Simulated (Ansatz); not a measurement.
Species: CH$_{3}$S, charge -1, singlet. CH3S- (SMILES C[S-]).
B3LYP-D3(BJ)/def2-TZVP minimum from Ansatz (an electronic-structure program):
```xyz
5

C     -0.0241     1.1232     0.0188
S      0.0153    -0.7098    -0.0119
H     -1.0502     1.5179     0.0084
H      0.4607     1.5353     0.9153
H      0.4902     1.5653    -0.8465
```
Charge -1, spin multiplicity 1.

Total energies in aug-cc-pV(D+d)Z, 14 correlated electrons, 6 frozen orbitals. Open shells are spin-unrestricted; no spin-orbit coupling. Cores are frozen in correlated methods. No relativity.

| method | program | energy (Eh) | minus CCSDT(Q) (mEh) |
|---|---|---|---|
| HF | Ansatz | -437.15458 | 355.32 |
| MP2 | Ansatz | -437.46596 | 43.93 |
| CCSD | Ansatz | -437.49599 | 13.91 |
| CCSD(T) | Ansatz | -437.50831 | 1.59 |
| CCSDT(Q) | Ansatz | -437.50990 | 0.00 |

Rough core times of Ansatz's runs on a shared machine: CCSD(T) under 20 s, CCSDT(Q) 3 min.
